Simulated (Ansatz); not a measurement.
Born–Oppenheimer molecular dynamics of H$_{6}$OSi (8 atoms, charge 0, multiplicity 1). It starts at the highest image of a converged band. Of that band: Neighbouring images differ by up to 1.6 eV, so the band resolves the path poorly. A vibrational analysis at the climbing image gives one clearly imaginary mode, 1211i cm⁻¹: a first-order saddle point.

Theory: RKS BLYP/def2-SVP in Ansatz.

- ensemble: NVE (velocity Verlet)
- time step: 0.5 fs
- steps asked: 200
- starting velocities drawn for: 300 K
- seed: 3322

Frames 2.5 fs apart, positions in Å.

Velocities at 0 fs (Å/ps):

```
Si 1.16 1.89 -0.98
H -25.16 18.47 -11.15
H -1.60 -13.49 1.13
H 23.09 -12.68 19.95
H -27.75 -11.91 10.60
O -0.63 0.33 0.68
H 6.75 -19.61 4.59
H 2.46 -18.58 -8.53
```

```xyz
8
Properties=species:S:1:pos:R:3 time_fs=0 energy_less_start_eV=0.000 T=300
Si -0.203 0.070 -0.141
H -0.161 0.649 1.548
H 1.093 -0.636 0.142
H -0.055 1.465 -0.662
H -0.741 -0.713 -1.330
O -1.866 -0.322 0.778
H -2.154 -1.261 0.846
H -1.176 0.118 1.582
8
Properties=species:S:1:pos:R:3 time_fs=2.5 energy_less_start_eV=0.065 T=218
Si -0.200 0.074 -0.143
H -0.220 0.695 1.520
H 1.088 -0.669 0.145
H 0.003 1.440 -0.617
H -0.808 -0.740 -1.302
O -1.868 -0.322 0.780
H -2.133 -1.295 0.855
H -1.172 0.074 1.563
8
Properties=species:S:1:pos:R:3 time_fs=5 energy_less_start_eV=0.105 T=165
Si -0.197 0.077 -0.145
H -0.256 0.739 1.491
H 1.073 -0.697 0.146
H 0.064 1.445 -0.595
H -0.860 -0.752 -1.272
O -1.872 -0.327 0.783
H -2.102 -1.279 0.856
H -1.182 0.040 1.554
8
Properties=species:S:1:pos:R:3 time_fs=7.5 energy_less_start_eV=0.105 T=165
Si -0.194 0.079 -0.147
H -0.255 0.775 1.459
H 1.048 -0.720 0.145
H 0.124 1.476 -0.607
H -0.888 -0.742 -1.242
O -1.877 -0.333 0.787
H -2.077 -1.271 0.852
H -1.216 0.022 1.556
8
Properties=species:S:1:pos:R:3 time_fs=10 energy_less_start_eV=0.029 T=264
Si -0.190 0.081 -0.148
H -0.221 0.799 1.416
H 1.022 -0.742 0.145
H 0.179 1.494 -0.648
H -0.893 -0.711 -1.226
O -1.883 -0.337 0.792
H -2.071 -1.314 0.850
H -1.282 0.014 1.567
8
Properties=species:S:1:pos:R:3 time_fs=12.5 energy_less_start_eV=-0.098 T=428
Si -0.185 0.087 -0.148
H -0.165 0.806 1.356
H 1.004 -0.771 0.143
H 0.222 1.472 -0.710
H -0.887 -0.671 -1.233
O -1.892 -0.344 0.799
H -2.069 -1.336 0.849
H -1.375 0.007 1.591
8
Properties=species:S:1:pos:R:3 time_fs=15 energy_less_start_eV=-0.276 T=656
Si -0.177 0.095 -0.147
H -0.105 0.798 1.280
H 0.996 -0.809 0.137
H 0.257 1.409 -0.792
H -0.883 -0.629 -1.267
O -1.904 -0.356 0.807
H -2.066 -1.310 0.856
H -1.487 -0.007 1.639
8
Properties=species:S:1:pos:R:3 time_fs=17.5 energy_less_start_eV=-0.374 T=783
Si -0.167 0.106 -0.147
H -0.054 0.785 1.203
H 0.992 -0.853 0.121
H 0.292 1.327 -0.893
H -0.888 -0.589 -1.309
O -1.919 -0.366 0.816
H -2.076 -1.317 0.875
H -1.613 -0.034 1.703
8
Properties=species:S:1:pos:R:3 time_fs=20 energy_less_start_eV=-0.419 T=841
Si -0.153 0.117 -0.149
H -0.021 0.789 1.158
H 0.979 -0.894 0.091
H 0.342 1.250 -1.011
H -0.904 -0.549 -1.332
O -1.936 -0.375 0.828
H -2.103 -1.365 0.898
H -1.756 -0.075 1.759
8
Properties=species:S:1:pos:R:3 time_fs=22.5 energy_less_start_eV=-0.508 T=956
Si -0.137 0.127 -0.154
H -0.011 0.826 1.159
H 0.952 -0.927 0.051
H 0.410 1.185 -1.130
H -0.935 -0.509 -1.319
O -1.955 -0.388 0.843
H -2.131 -1.370 0.910
H -1.906 -0.124 1.796
8
Properties=species:S:1:pos:R:3 time_fs=25 energy_less_start_eV=-0.596 T=1069
Si -0.117 0.137 -0.163
H -0.023 0.889 1.177
H 0.914 -0.954 0.009
H 0.493 1.123 -1.222
H -0.986 -0.470 -1.264
O -1.977 -0.405 0.862
H -2.161 -1.347 0.899
H -2.055 -0.165 1.819
8
Properties=species:S:1:pos:R:3 time_fs=27.5 energy_less_start_eV=-0.731 T=1243
Si -0.095 0.147 -0.176
H -0.052 0.954 1.168
H 0.875 -0.982 -0.024
H 0.583 1.055 -1.267
H -1.060 -0.432 -1.179
O -2.001 -0.420 0.886
H -2.205 -1.377 0.863
H -2.194 -0.190 1.829
```

Of the whole run (100 fs, mean temperature of the second half 1990 K): The conserved energy stayed within 0.12 meV per atom of its start (net change 0.011 meV per atom), so the integration is sound. The kinetic energy rose, since the run started high on the potential surface and went downhill. It ends in pieces (H2O + H4Si), so much of that is their flight and rotation, not heat. A run of 0.1 ps of so small a system gives no equilibrium averages. The orbitals stay closed-shell, which can raise the energy where a bond breaks towards radicals; this wasn't checked here.

The run took 4.2 min on 1 thread of Arm Neoverse V1, on a shared host, peak memory 0.095 GiB.
